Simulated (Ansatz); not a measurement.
**C₂H₆N radical: a relaxed scan of the bond length C1–H5**

One table from this session's results is given with a row withheld; the runs are named, their logs left out.

The runs use Ansatz 0.2.0, Gaussian basis; single points in def2-TZVPP.

Levels: PBE-D4, r2SCAN-D4, PBE0-D4, B3LYP-D4, wB97M-V, Hartree-Fock, MP2, CCSD, CCSD(T). The scan takes 0.887, 0.933, 0.999, 1.077, 1.164, 1.257, 1.356, 1.460, 1.568 Å.

Cores are frozen in the correlated methods. Orbitals are unrestricted. B3LYP uses VWN-RPA correlation.

19 further runs of the same task are left out: 19 set aside as unsound or not needed.

### The system as given

The minimum, relaxed at PBE0-D4: SMILES `[CH2]NC`, 9 atoms, charge 0, spin multiplicity 2.

Atoms are counted from 1 here; the program's logs count them from 0.

Bond lengths: C1–N2 1.377 Å, C1–H4 1.083 Å, C1–H5 1.082 Å, N2–C3 1.440 Å, N2–H6 1.008 Å, C3–H7 1.093 Å, C3–H8 1.099 Å, C3–H9 1.091 Å. Angles: N2–C1–H4 116.7°, N2–C1–H5 117.1°, H4–C1–H5 119.0°, C1–N2–C3 118.9°, C1–N2–H6 114.6°, C3–N2–H6 114.1°, N2–C3–H7 109.2°, N2–C3–H8 113.2°, N2–C3–H9 109.9°, H7–C3–H8 107.8°, H7–C3–H9 107.8°, H8–C3–H9 108.8°.

Geometry (Å):

| atom | x (Å) | y (Å) | z (Å) |
| --- | --- | --- | --- |
| C1 | -0.51031 | 0.68934 | -1.04458 |
| N2 | -0.21368 | 0.46731 | 0.28168 |
| C3 | 0.48156 | -0.73984 | 0.64733 |
| H4 | -0.77688 | -0.17833 | -1.63483 |
| H5 | -0.94146 | 1.64821 | -1.29837 |
| H6 | 0.08896 | 1.28521 | 0.78673 |
| H7 | -0.07655 | -1.60297 | 0.27570 |
| H8 | 1.49921 | -0.79424 | 0.23527 |
| H9 | 0.53755 | -0.82100 | 1.73397 |

Energies of the minimum (eV), from earlier single points: PBE-D4 -3656.77556, r2SCAN-D4 -3659.38139, PBE0-D4 -3657.23029, B3LYP-D4 -3662.00715, wB97M-V -3659.52009, CCSD(T) -3653.74256.

At the minimum the bond length C1–H5 is 1.082 Å.

The first run:

Input file relax/in.yaml:

```yaml
crystal:
  periodic: [false, false, false]
  atoms:
    - {symbol: C, position_ang: [-0.510309, 0.689338, -1.044576]}
    - {symbol: N, position_ang: [-0.213680, 0.467305, 0.281679]}
    - {symbol: C, position_ang: [0.481559, -0.739842, 0.647332]}
    - {symbol: H, position_ang: [-0.776878, -0.178325, -1.634831]}
    - {symbol: H, position_ang: [-0.863909, 1.475730, -1.252721]}
    - {symbol: H, position_ang: [0.088962, 1.285214, 0.786728]}
    - {symbol: H, position_ang: [-0.076551, -1.602967, 0.275704]}
    - {symbol: H, position_ang: [1.499207, -0.794235, 0.235268]}
    - {symbol: H, position_ang: [0.537554, -0.820999, 1.733967]}
basis:
  gaussian: {orbitals: def2-TZVP}
magnetization: {spin_polarized: true, initial_magnetization: 1}
hamiltonian: {xc: pbe0, dispersion: d4}
relax: {f_tol: 0.005, max_steps: 200, constraints: [{distance: [0, 4]}]}
```

The command line of these runs was not kept.

Among the steps run: C1–H5 = 0.887 Å; C1–H5 = 0.933 Å; C1–H5 = 0.999 Å; C1–H5 = 1.077 Å; C1–H5 = 1.164 Å; C1–H5 = 1.257 Å; C1–H5 = 1.356 Å; C1–H5 = 1.460 Å; C1–H5 = 1.568 Å.

One of the session's tables, all rows but one given; the rest of the session is left out.

Energies less that of the minimum at the same level (kJ/mol):

| bond length (Å) | PBE-D4 | PBE0-D4 | B3LYP-D4 | wB97M-V | Hartree-Fock |
| --- | --- | --- | --- | --- | --- |
| 0.887 | 99.0 | 95.3 | 92.9 | 92.8 | 91.5 |
| 0.933 | ? | ? | ? | ? | ? |
| 0.999 | 15.1 | 13.4 | 12.7 | 12.5 | 11.4 |
| 1.077 | 0.1 | 0.0 | 0.0 | 0.0 | -0.1 |
| 1.082 (minimum) | 0.0 | 0.0 | 0.0 | 0.0 | 0.0 |
| 1.164 | 7.9 | 10.0 | 10.1 | 10.6 | 12.3 |
| 1.257 | 33.1 | 37.7 | 37.5 | 38.8 | 43.2 |
| 1.356 | 69.7 | 77.4 | 76.3 | 78.9 | 87.0 |
| 1.460 | 111.7 | 123.1 | 120.1 | 125.5 | 138.4 |
| 1.568 | 154.9 | 170.4 | 165.3 | 173.5 | 192.6 |

**Question.** Estimate the row for bond length (Å) = 0.933.

Worked estimate for «PBE-D4». A straight line through the neighbours (0.887, 99.0) and (0.999, 15.1) gives 99.0 + (15.1 − 99.0) × (0.933 − 0.887) / (0.999 − 0.887) = 64.5; a parabola fitted to 3 rows on both sides gives 55.6.

**Answer.** PBE-D4: 53.1; PBE0-D4: 50.1; B3LYP-D4: 48.6; wB97M-V: 48.4; Hartree-Fock: 47.0. In «PBE-D4» the line misses by +11.4 and the parabola by +2.5.

Limits of these values: A polynomial through the near points puts the CCSD(T) minimum 0.002 Å below the PBE0-D4 value.
